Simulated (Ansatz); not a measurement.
**Low quartet and sextet states of AlMgH2 (H-bridged) by full CI**

```yaml
atoms:
  - { symbol: Al, position_ang: [0.0000, 0.0562, 1.2209] }
  - { symbol: Mg, position_ang: [0.0000, -0.0014, -1.4713] }
  - { symbol: H, position_ang: [0.0000, -0.3272, 2.7591] }
  - { symbol: H, position_ang: [0.0000, -1.1428, 0.0371] }
```

Basis 6-31G; Ansatz 0.2.0. Only valence electrons are correlated (noble-gas cores frozen), which leaves 7 electrons in 20 orbitals. The metal's outer-core shells are frozen, which leaves out core–valence correlation.

Q: From the orbital picture of this species, estimate the order, symmetries and energies of the lowest 4 quartet and 2 sextet states at this geometry (other spins aside; irreps A', A'' in the program's axes; members of a degenerate level count singly).

A: Full CI in 6-31G gives:
```json
{"2S+1": "4", "irrep": "A''", "energy above the lowest listed (eV)": "0.000"}
{"2S+1": "4", "irrep": "A'", "energy above the lowest listed (eV)": "2.075"}
{"2S+1": "4", "irrep": "A''", "energy above the lowest listed (eV)": "2.366"}
{"2S+1": "4", "irrep": "A'", "energy above the lowest listed (eV)": "3.264"}
{"2S+1": "6", "irrep": "A''", "energy above the lowest listed (eV)": "6.509"}
{"2S+1": "6", "irrep": "A'", "energy above the lowest listed (eV)": "6.813"}
```

76 s on 1 thread of AMD EPYC 9R45, shared host.
